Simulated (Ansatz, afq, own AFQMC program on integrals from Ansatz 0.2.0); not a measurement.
**GeNH$_{3}$, triplet: a scan with AFQMC**

```xyz
5

Ge   -0.0479    0.0000    0.3043
N     0.1950    0.0000   -1.5446
H     0.7099   -1.2595    0.8071
H     0.7099    1.2595    0.8071
H    -0.6771    0.0000   -2.0801
```

The Ge1–N2 distance is changed with both sides rigid. Energies in kcal/mol count from this geometry (1.865 Å) at the same level; the start stands on UHF, each point on the determinant named.

Basis cc-pVDZ. Noble-gas cores (and the filled d shells of Ga–Kr and In–Xe) are frozen. Integrals, coupled cluster, full CI and functionals: Ansatz 0.2.0; the random walks run on the same integrals in our own AFQMC program. The CISD trial takes its coefficients from CCSD amplitudes. Released means that phaseless walkers are propagated on without the constraint, phases kept. ± is one standard error of the sampling. No spin–orbit coupling.

Cautions, each for one point or more: an unrestricted solution with more broken spin lies lower; higher spins were not checked; inner d shell frozen; lower spins were not checked; no relativity below Rb; no spin-orbit coupling; strong correlation; the ph-AFQMC/CISD walk drifts between its halves; unrestricted determinant slightly spin contaminated; unrestricted determinant spin contaminated; walk and cluster series may follow different spin states.

```
r(Ge1–N2) / Å  det.     T1  weight  ⟨S²⟩  CCSD(T)  ph-AFQMC/CISD  released AFQMC  CCSDT(Q)  r2SCAN  B2PLYP
        1.697   UHF  0.022    0.88  2.02     11.3     11.7 ± 0.3               –         –     8.8    10.1
        2.093   UHF  0.024    0.87  2.07      5.1      5.5 ± 0.4       5.1 ± 0.6       4.9     6.7     6.0
        2.542  UHF¶  0.042    0.84  2.30     29.5     29.3 ± 0.5     29.2 ± 0.8*      28.6    33.1   32.3§
        3.503  UHF¶  0.071    0.78  2.42     43.2     43.8 ± 0.5     44.0 ± 0.9*      43.5   56.7§   49.1§
        5.076   UHF  0.010    0.88  2.01     45.1     45.5 ± 0.3               –      45.5   60.9§   52.0§
```

Weight is that of the determinant in the CISD state; at the start T1 is 0.021 and the weight 0.88, and ⟨S²⟩ is 2.02. ¶ marks points with a poor determinant and no full CI, where no value is sure; they don't count among the departures. An asterisk marks released energies that aren't shown to be converged. A dash marks a missing value, a released energy that hasn't settled or a functional that sits on another state. § marks a functional whose ⟨S²⟩ is too high by over 0.1. Largest departures from phaseless AFQMC with a CISD trial: CCSD(T) -0.4 kcal/mol at 1.697 (on UHF) (within the noise), CCSDT(Q) -0.6 kcal/mol at 2.093 (on UHF) (within the noise), r2SCAN -2.9 kcal/mol at 1.697, B2PLYP -1.6 kcal/mol at 1.697. The walk's constraint bias lies outside its error bars, so these are departures and not errors. Functionals count only at points shown to share the start's state and spin. In this small basis the wave-function levels are far from their limit, so their gap to the functionals isn't the functionals' error.

Some points may be missing: those where a free walk finds a much lower state, and past Zn most of those on another determinant than at the start.

CCSDT and higher add their correlation energy to the determinant of the CCSD(T) run, since their own runs factorise the integrals more tightly (a shift of under 2 meV). A walk keeps the symmetry of its determinant, which the program's search chose and which needn't be the lowest solution, so a lower state of the same spin and another symmetry isn't excluded.
